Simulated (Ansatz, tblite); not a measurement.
# The cluster WSe2+: a ladder of methods and basis sets

The task here is to estimate one member of a computed series from the others.

Method: as each input shows; program: Ansatz 0.2.0, Gaussian basis.

The runs, in order: GFN1-xTB, GFN2-xTB, PBE-D4/def2-TZVP, r2SCAN-D4/def2-TZVP, r2SCAN0-D4/def2-TZVP, B3LYP-D4/def2-TZVP, ωB97X-V/def2-TZVP, BLYP-D4/def2-TZVP, B97M-V/def2-TZVP, PBE-D4/def2-SVP, PBE0-D4/def2-SVP, CCSD(T)/def2-TZVP, RPA/def2-TZVP.

**The geometry**

The doublet was relaxed beforehand with PBE0-D4/def2-TZVP. At that level it is the lowest of the isomers that a small search found.

3 atoms, charge 1, spin multiplicity 2.

Bond lengths: W1–Se2 2.367 Å, W1–Se3 2.367 Å, Se2–Se3 2.313 Å. Angles: Se2–W1–Se3 58.5°, W1–Se2–Se3 60.8°, W1–Se3–Se2 60.8°.

W takes a core potential in the def2 sets. No spin-orbit coupling is included. The ion is computed in the gas phase, without counter-ions or solvent.

PBE0-D4/def2-TZVP was run before; its log isn't repeated, and its numbers join the tables.

The first run:

Tight binding, by tblite at 300 K electronic temperature and without a spin-polarisation term:

```python
tblite.interface.Calculator('GFN1-xTB', numbers, positions, charge=1, uhf=1).singlepoint()
```

Tight binding, by tblite at 300 K electronic temperature and without a spin-polarisation term:

```python
tblite.interface.Calculator('GFN2-xTB', numbers, positions, charge=1, uhf=1).singlepoint()
```

start.molden holds the orbitals of an earlier run on this state, given as this run's starting guess.

Contents of in.yaml:

```yaml
crystal:
  periodic: [false, false, false]
  atoms:
    - {symbol: W, position_ang: [1.371011, -0.130075, 0.012879]}
    - {symbol: Se, position_ang: [-0.684466, -0.038064, -1.158222]}
    - {symbol: Se, position_ang: [-0.686545, 0.168148, 1.145353]}
basis:
  gaussian: {orbitals: def2-TZVP, initial_orbitals: start.molden}
total_charge: 1
magnetization: {spin_polarized: true, initial_magnetization: 1}
hamiltonian: {xc: pbe, dispersion: d4}
scf: {omitted_lower_state_checks: [starts]}
output: {forces: true, orbitals: {seedname: orbitals}}
```

Launch:

```bash
$ ansatz run in.yaml --threads 4 --pin off --events-out ev --progress --plain --max-ram 3916MiB
```

Steps of the session up to this table: PBE-D4/def2-TZVP; r2SCAN-D4/def2-TZVP; r2SCAN0-D4/def2-TZVP; B3LYP-D4/def2-TZVP; ωB97X-V/def2-TZVP; BLYP-D4/def2-TZVP; B97M-V/def2-TZVP; PBE-D4/def2-SVP; PBE0-D4/def2-SVP; CCSD(T)/def2-TZVP; RPA/def2-TZVP.

One table of the session follows, with a row left open; its other results are not shown here.

It belongs to the step «Levels side by side». 

| level | HOMO (eV) | LUMO (eV) | gap (eV) |
| --- | --- | --- | --- |
| PBE-D4/def2-SVP | -10.22 | -9.39 | 0.83 |
| PBE-D4/def2-TZVP | -10.18 | -9.34 | 0.84 |
| BLYP-D4/def2-TZVP | -10.03 | -9.15 | 0.88 |
| r2SCAN-D4/def2-TZVP | -10.54 | -9.40 | 1.15 |
| B97M-V/def2-TZVP | -10.31 | -9.17 | 1.14 |
| B3LYP-D4/def2-TZVP | -11.14 | -8.75 | 2.39 |
| PBE0-D4/def2-SVP | -11.39 | -8.73 | 2.66 |
| PBE0-D4/def2-TZVP | -11.31 | -8.65 | 2.67 |
| r2SCAN0-D4/def2-TZVP | ? | ? | ? |
| ωB97X-V/def2-TZVP | -13.60 | -6.62 | 6.97 |

**Question.** Estimate the row for r2SCAN0-D4/def2-TZVP.

The run gave: HOMO (eV): -11.53; LUMO (eV): -8.68; gap (eV): 2.84. In the column «HOMO (eV)» it lies between ωB97X-V/def2-TZVP (-13.60) and PBE0-D4/def2-SVP (-11.39).

Caveats from the session: Doubts: state flagged by the program, large T1 diagnostic, spin contamination. Notes on CCSD(T)/def2-TZVP: large T1 diagnostic, spin contamination, state flagged by the program.
